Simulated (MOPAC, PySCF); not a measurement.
AlF$_{3}$, SMILES `[F][Al]([F])[F]`, neutral singlet in the gas phase. 

Z-matrix (Å, degrees):
```
Al
F 1 1.6342
F 1 1.6342 2 120.01
F 1 1.6342 2 120.00 3 180.00
```
Charge 0, multiplicity 1.

All levels are single points at this geometry (B3LYP-D3(BJ)/def2-TZVP); Pople sets use spherical d functions. Orbital energies aren't observables, and empty levels follow the basis.

BP86/6-31G* in PySCF gives gap (eV) = 7.08.

Estimate the gap (eV) from each of these levels: TPSSh-D3(BJ)/def2-TZVP in PySCF; B3LYP/6-311+G** in PySCF; M06-2X/6-31G* in PySCF; PBE/6-31G* in PySCF; HF/3-21G in PySCF; HF/6-31G* in PySCF; AM1 in MOPAC; PM7 in MOPAC.


```json
[
 {"level": "TPSSh-D3(BJ)/def2-TZVP in PySCF", "gap (eV)": "8.77"},
 {"level": "B3LYP/6-311+G** in PySCF", "gap (eV)": "9.38"},
 {"level": "M06-2X/6-31G* in PySCF", "gap (eV)": "12.67"},
 {"level": "PBE/6-31G* in PySCF", "gap (eV)": "6.89"},
 {"level": "HF/3-21G in PySCF", "gap (eV)": "18.47"},
 {"level": "HF/6-31G* in PySCF", "gap (eV)": "18.64"},
 {"level": "AM1 in MOPAC", "gap (eV)": "13.75"},
 {"level": "PM7 in MOPAC", "gap (eV)": "15.44"}
]
```
